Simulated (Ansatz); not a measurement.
fcc Au: polycrystal shear modulus by level of theory

No measured value is used here.

```json
[
 {"level (code)": "LDA (Ansatz)", "value (GPa)": "[?]", "cell (Å³/atom)": "16.58"},
 {"level (code)": "PBE (Ansatz)", "value (GPa)": "21.5", "cell (Å³/atom)": "17.98"},
 {"level (code)": "PBEsol (Ansatz)", "value (GPa)": "27.4", "cell (Å³/atom)": "17.02"},
 {"level (code)": "r²SCAN (Ansatz)", "value (GPa)": "22.7", "cell (Å³/atom)": "17.55"},
 {"level (code)": "HSE06 (Ansatz)", "value (GPa)": "20.5", "cell (Å³/atom)": "17.56"}
]
```

Problem. What belongs in the gaps?

Solution. 
- LDA (Ansatz, a quantum-chemistry and plane-wave program), value (GPa): 28.1

Density-functional levels without +SOC have no spin–orbit coupling. HSE06: hybrids on metals are sensitive to the k mesh. Each level is taken at its own relaxed cell. Cutoffs and k meshes differ between the levels. Ansatz's density-functional and Hartree–Fock values are scalar-relativistic unless marked +SOC, with PAW data made under PBE.
